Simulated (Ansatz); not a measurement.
This geometry of C2H4ClN (8 atoms, charge 0, multiplicity 1) is a first-order saddle point.

All numbers below come from RKS PBE-D4/def2-SVP in Ansatz 0.2.0.

```xyz
8
Properties=species:S:1:pos:R:3
C -0.086 1.060 0.290
N -0.027 -0.350 0.640
C 0.115 -1.200 -0.278
Cl 0.196 -2.916 0.063
H -0.939 1.284 -0.388
H -0.214 1.671 1.205
H 0.843 1.401 -0.217
H 0.205 -1.008 -1.372
```

Task: Which two structures does it join? (They come from a converged band through this point; their orientation in space is the band's.)

Result: No bond is made or broken. The dihedral H7–C1–N2–C3 goes from -122 to 0°. The two ends are copies of one structure, up to a mirror image or an exchange of like atoms.

First end point:

```xyz
8
Properties=species:S:1:pos:R:3
C 0.028 1.064 0.249
N 0.363 -0.308 0.552
C 0.015 -1.210 -0.257
Cl 0.376 -2.897 0.030
H -0.526 1.211 -0.710
H -0.582 1.482 1.078
H 0.959 1.669 0.217
H -0.539 -1.069 -1.214
```

Last end point:

```xyz
8
Properties=species:S:1:pos:R:3
C -0.174 1.055 0.219
N -0.459 -0.346 0.432
C 0.188 -1.201 -0.231
Cl -0.089 -2.917 -0.041
H -1.104 1.574 -0.093
H 0.129 1.516 1.183
H 0.621 1.261 -0.539
H 0.981 -0.998 -0.987
```

Task: How far does it lie above each of them?

Result: 2.2 kcal/mol above the first and 2.2 kcal/mol above the second. This is the barrier of this one path; another mechanism may lie lower.

The run took 2.3 min on 1 thread of Intel(R) Xeon(R) Processor @ 2.50GHz (Skylake/Cascade Lake), on a shared host, peak memory 0.25 GiB.
